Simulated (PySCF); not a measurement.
Compound: dimethylphosphine, C₂H₇P.
Geometry (PBE0-D3(BJ)/def2-TZVP, Å), atoms numbered from 1 in this order:
```xyz
10
C2H7P angstrom
C      1.3971    0.1212   -0.0170
P      0.1528   -0.5096    1.1884
C     -1.3831    0.2255    0.4821
H      2.3514   -0.3809    0.1520
H      1.5498    1.1879    0.1604
H      1.0970   -0.0236   -1.0567
H      0.0035   -1.8057    0.6234
H     -2.2538   -0.2067    0.9788
H     -1.4742    0.0741   -0.5953
H     -1.3851    1.2983    0.6880
```

Level: wB97X-D/pcSseg-2 in PySCF, non-relativistic, on one gas-phase PBE0-D3(BJ)/def2-TZVP geometry that isn't relaxed in the solvent. The solvent is an IEF-PCM continuum (van der Waals radii × 1.2). Only the electrostatic response of the medium enters.

Gas phase at wB97X-D/pcSseg-2: HOMO -8.54 eV, LUMO 2.08 eV, dipole 1.36 D.

Q: What does the continuum do to the energy, the frontier levels and the dipole at wB97X-D/pcSseg-2 in chloroform?

A: 
```tsv
solvent	ε	E(solvent) − E(gas) (kJ/mol)	polarisation term (kJ/mol)	distortion of the solute (kJ/mol)	HOMO (eV)	LUMO (eV)	dipole (D)
chloroform	4.711	-7.13	-7.98	0.85	-8.59	2.22	1.71
```

Polarisation term: ½ Σ q·V over the induced surface charges. Distortion: the rise of the solute's own energy as its density leaves the gas-phase optimum.

Q: Which radius a makes the point-dipole formula ΔE = −[(ε − 1)/(2ε + 1)]·μ²/a³ give the value in chloroform, with the gas-phase dipole?

A: μ = 0.534 au and |ΔE| = 0.00271 Eh give a = 1.77 Å; the farthest nucleus lies 2.38 Å from the centroid of the nuclei, so such a sphere wouldn't even hold the nuclei. The formula assumes a rigid point dipole at the centre of a sphere.

Q: Give the dipole vector in the frame of the coordinates (D, pointing from negative to positive charge), gas and chloroform.

A: Gas (-0.22, 0.35, -1.29), solvent (-0.28, 0.43, -1.64). Its length changes by +26 % and its direction by less than 1°.

Time: 12 s of wall time; peak memory 1.1 GiB. Hardware: Intel Xeon 6975P-C, one thread, no GPU, shared host. This is the whole shielding run at wB97X-D/pcSseg-2 in chloroform, SCF included.

The pairwise dispersion term of wB97X-D wasn't added to the energies; at a given geometry it leaves orbitals and properties as they are.
